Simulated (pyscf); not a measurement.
Single points on ωB97X-D3(BJ)/def2-SVP structures (PySCF, gas phase).

Estimate by transition-state theory (the high-pressure limit) the rate constant of O=Mo(OH)(OH)(OH)–Cl → O=Mo(=O)(OH)–OH + hydrogen chloride (HCl) (singlet surface; H–O, Cl–Mo broken, Cl–H formed) at 298 K, with ωB97M-D3(BJ)/def2-TZVP energies (ideal gas, 1 atm, RRHO with modes under 100 cm⁻¹ raised to 100, one conformer, R ln 2 for chiral ones without a mode under 150 cm⁻¹; no tunnelling).

The electronic barrier is 17.1 kcal/mol and the thermal terms add -3.1, so ΔG‡ = 13.9 kcal/mol. With k_BT/h = 6.21e+12 s⁻¹ and RT = 0.592 kcal/mol, k = 3.8e+02 s⁻¹, a half-life of 1.8e-03 s through this channel alone. Wigner's tunnelling factor for 1197i cm⁻¹ would be 2.39, likely too low at so high a frequency. A shift of 1 kcal/mol in the barrier changes k by a factor 5.4. On the product side the descent ends in a complex, 7.0 kcal/mol under the separated species and 14.3 kcal/mol under the saddle at ωB97X-D3(BJ)/def2-TZVP. This is the saddle that the search found; another between the same sides may lie lower. Elements past Kr carry the def2 core potentials, without spin-orbit coupling.
